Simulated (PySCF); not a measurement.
Choosing a molecule for a target property.

All species are isolated and taken at one optimised geometry, non-relativistic unless stated. Electronic properties by PySCF.

Dipoles, sizes and rotational constants follow the conformer. The torsions of the flexible species, by atom-mapped SMILES:
- `[CH3:1][CH:2]([CH3:3])[C@@H:4]([CH3:5])[F:6]`: C1–C2–C4–C5 176°
- `[NH2:1][B:2]([NH2:3])[CH:4]1[CH2:5][CH2:6]1`: N1–B2–C4–C5 101°, H–N1–B2–N3 -174°, H–N1–B2–N3 0°, H–N3–B2–N1 -174°, H–N3–B2–N1 1°
- `[OH:1][B:2]([OH:3])[CH2:4][SH:5]`: O1–B2–C4–S5 -75°, H–O1–B2–O3 -2°, H–O3–B2–O1 3°, H–S5–C4–B2 59°
- `[CH3:1][C:2]([OH:3])=[S:4]`: H–O3–C2–C1 180°
- `[CH3:1][CH2:2][N:3]([CH3:4])[CH2:5][CH2:6][NH2:7]`: C1–C2–N3–C4 -67°, C2–N3–C5–C6 -156°, N3–C5–C6–N7 56°, H–N7–C6–C5 66°, H–N7–C6–C5 -47°

The conformers of `OCC1CC[AsH]CC1` aren't listed.

Question: Wanted: dipole moment between 1.5 D and 4 D (CAM-B3LYP/def2-SVPD) and HOMO–LUMO gap below 8.6 eV (CAM-B3LYP/def2-SVPD), at PBE0-D3(BJ)/def2-SVP geometries. Which candidate meets both?
A. `CC(C)[C@@H](C)F`
B. `OB(CS)O`
C. `NB(N)C1CC1`
D. `C#CC#CC#CC#N`
E. `c1cnc2nccnc2n1`

Answer: B. Computed values:
```csv
species,dipole moment,HOMO–LUMO gap
c1cnc2nccnc2n1,0.00 D,6.76 eV
NB(N)C1CC1,1.12 D,9.22 eV
CC(C)[C@@H](C)F,1.88 D,11.62 eV
OB(CS)O,3.44 D,8.05 eV
C#CC#CC#CC#N,5.37 D,7.02 eV
```

Question: Wanted: electronic spatial extent ⟨r²⟩ about the centre of nuclear charge between 700 bohr² and 1000 bohr² (CAM-B3LYP/def2-SVPD) and smallest rotational constant below 7 GHz (PBE0-D3(BJ)/def2-SVP), at PBE0-D3(BJ)/def2-SVP geometries. Which candidate meets both?
A. `C#CC#CC#CC#N`
B. `C#C[C@]1(C)C[SiH2]1`
C. `CC(C)[C@@H](C)F`
D. `C[Si]([SiH3])([SiH3])[SiH3]`
E. `OC(=S)C`
F. `c1cnc2nccnc2n1`
G. `F[C]F` [singlet]

Answer: B. Computed values:
```
                    species  electronic spatial extent ⟨r²⟩ about the centre of nuclear charge  smallest rotational constant
            F[C]F [singlet]                                                          113 bohr²                    11.109 GHz
                    OC(=S)C                                                          370 bohr²                     3.450 GHz
            CC(C)[C@@H](C)F                                                          657 bohr²                     2.301 GHz
        C#C[C@]1(C)C[SiH2]1                                                          742 bohr²                     1.872 GHz
             c1cnc2nccnc2n1                                                         1131 bohr²                     0.978 GHz
C[Si]([SiH3])([SiH3])[SiH3]                                                         1415 bohr²                     1.057 GHz
               C#CC#CC#CC#N                                                         1767 bohr²                     0.560 GHz
```

Question: Wanted: lowest triplet excitation (Tamm–Dancoff) between 2.5 eV and 2.9 eV (TDA CAM-B3LYP/def2-SVPD) and vertical ionisation energy above 8.9 eV (ΔSCF CAM-B3LYP/def2-SVPD), at PBE0-D3(BJ)/def2-SVP geometries. Which candidate meets both?
A. `CCN(C)CCN`
B. `OCC1CC[AsH]CC1`
C. `CC(C)[C@@H](C)F`
D. `F[C]F` [singlet]
E. `CC(O)=S`
F. `OB(O)CS`
G. `C#CC#CC#CC#N`

Answer: G. Computed values:
```
        species  lowest triplet excitation (Tamm–Dancoff)  vertical ionisation energy
F[C]F [singlet]                                   2.36 eV                    12.20 eV
   C#CC#CC#CC#N                                   2.68 eV                     9.70 eV
        CC(O)=S                                   3.08 eV                     9.19 eV
        OB(O)CS                                   4.86 eV                     9.03 eV
 OCC1CC[AsH]CC1                                   5.40 eV                     8.69 eV
      CCN(C)CCN                                   5.95 eV                     8.30 eV
CC(C)[C@@H](C)F                                   8.41 eV                    11.16 eV
```

Question: Wanted: lowest singlet excitation between 5.5 eV and 6.4 eV (TDDFT CAM-B3LYP/def2-SVPD) and static isotropic polarisability above 100 au (CAM-B3LYP/def2-SVPD), at PBE0-D3(BJ)/def2-SVP geometries. Which candidate meets both?
A. `OB(O)CS`
B. `CC(O)=S`
C. `C[Si]([SiH3])([SiH3])[SiH3]`
D. `CC(C)[C@@H](C)F`
E. `F[C]F` [singlet]
F. `[SiH2]1[C@@](C)(C1)C#C`
G. `OCC1CC[AsH]CC1`

Answer: G. Computed values:
```
                    species  lowest singlet excitation  static isotropic polarisability
                    CC(O)=S                    3.43 eV                          52.7 au
            F[C]F [singlet]                    4.71 eV                          16.1 au
                    OB(O)CS                    5.30 eV                          56.3 au
     [SiH2]1[C@@](C)(C1)C#C                    5.65 eV                          86.9 au
             OCC1CC[AsH]CC1                    6.35 eV                         104.7 au
C[Si]([SiH3])([SiH3])[SiH3]                    6.49 eV                         134.9 au
            CC(C)[C@@H](C)F                    8.67 eV                          63.5 au
```
